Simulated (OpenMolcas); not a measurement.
# r2SCAN/cc-pVTZ (RICD fitting, fitting threshold 0.001) run of BF (SMILES [B]F)

What is the vertical singlet–triplet gap of BF at r2SCAN/cc-pVTZ (RICD fitting, fitting threshold 0.001)? 

Program for the calculation: OpenMolcas 26.06.

### Step 1. The system as given

The species is BF (2 atoms), meant as a singlet with charge 0. SMILES: `[B]F`. The coordinates come from a PBE0-D4/def2-TZVP relaxation.

Bond lengths: B1–F2 1.263 Å.

### Step 2. A single-point energy at r2SCAN/cc-pVTZ (RICD fitting, fitting threshold 0.001)

job.inp reads:

```
&GATEWAY
 BasLib=$CurrDir
 Coord
 2
 angstrom
 B        0.000000       0.000000      -0.009350
 F        0.000000       0.000000       1.253740
 Basis=cc-pVTZ
 Group=NoSym
 RICD
 aCD
 CDThreshold=0.001

&SEWARD

&SCF
 KSDFT=2
 1.0 MGGA_X_R2SCAN
 1.0 MGGA_C_R2SCAN
 PrOrbitals=1 1
```

The basis set cc-pVTZ is read from a file made from the Basis Set Exchange's data (not shown).

Command:

```
$ export MOLCAS_MEM=1860
$ pymolcas job.inp > job.log
```

The log of the run, shortened:

```text
--- Start Module: gateway ---
[...]
--- Stop Module: gateway /rc=_RC_ALL_IS_WELL_ ---
--- Start Module: seward ---
[...]
      Basis functions           60
--- Stop Module: seward /rc=_RC_ALL_IS_WELL_ ---
--- Start Module: scf ---
[...]
       Convergence after  10 Iterations
[...]
::    Total KS-DFT energy                            -124.6465351491
[...]
      Total spin, S                                     0.0000000000
[...]
      Total electronic charge=   14.000000
      Total            charge=   -0.000000
[...]
      Dipole Moment (debye):
      Origin of the operator (angstrom)=    0.0000    0.0000    0.7903
                   X=  1.6607E-14               Y=  4.2269E-15               Z=  1.1196E+00           Total=  1.1196E+00
      Quadrupole Moment (debye*angstrom):
[...]
--- Stop Module: scf /rc=_RC_ALL_IS_WELL_ ---
[...]
```

Run time: 2.8 s. Hardware: 1 thread of Arm Neoverse V2, shared host; peak memory 0.093 GiB.

### Step 3. The triplet

job.inp reads:

```
>>> EXPORT MOLCAS_PRINT=2
&GATEWAY
BasLib=$CurrDir
Coord
2
angstrom
B        0.000000       0.000000      -0.009350
F        0.000000       0.000000       1.253740
Basis=cc-pVTZ
Group=NoSym
RICD
aCD
CDThreshold=0.001
&SEWARD
&SCF
UHF
Spin=3
KSDFT=2
1.0 MGGA_X_R2SCAN
1.0 MGGA_C_R2SCAN
PrOrbitals=1 1
```

The basis set cc-pVTZ is read from a file made from the Basis Set Exchange's data (not shown).

Command:

```
$ export MOLCAS_MEM=1860
$ pymolcas job.inp > job.log
```

The log of the run, shortened:

```text
--- Start Module: gateway ---
[...]
--- Stop Module: gateway /rc=_RC_ALL_IS_WELL_ ---
--- Start Module: seward ---
[...]
      Basis functions           60
--- Stop Module: seward /rc=_RC_ALL_IS_WELL_ ---
--- Start Module: scf ---
[...]
       Convergence after  24 Iterations
[...]
::    Total KS-DFT energy                            -124.5322428870
[...]
      Total spin, S                                     1.0012562174
[...]
      Total electronic charge=   14.000000
      Total            charge=   -0.000000
[...]
      Dipole Moment (debye):
      Origin of the operator (angstrom)=    0.0000    0.0000    0.7903
                   X=  6.6522E-17               Y= -7.2561E-16               Z= -3.4696E-01           Total=  3.4696E-01
      Quadrupole Moment (debye*angstrom):
[...]
--- Stop Module: scf /rc=_RC_ALL_IS_WELL_ ---
[...]
```

It took 6.9 s on 1 thread of Arm Neoverse V2, shared host; peak memory 0.093 GiB.

### Step 4. Results

Level: r2SCAN/cc-pVTZ (RICD fitting, fitting threshold 0.001).

```
                                        quantity          value
                           singlet: total energy  -124.64654 Eh
                          singlet: dipole moment         1.12 D
                            singlet: HOMO energy       -6.98 eV
                            singlet: LUMO energy       -1.73 eV
                          singlet: HOMO–LUMO gap        5.25 eV
                           triplet: total energy  -124.53224 Eh
                          triplet: dipole moment         0.35 D
     triplet: HOMO energy (highest over α and β)       -3.43 eV
                                   triplet: ⟨S²⟩          2.004
vertical energy of the triplet above the singlet       3.110 eV
```

**Reading.** This program's gradients are faulty for this kind of reference, so any forces in the log (triplet) can't be trusted; the energy can. At this shape the triplet lies 3.11 eV (300 kJ/mol) above the singlet.
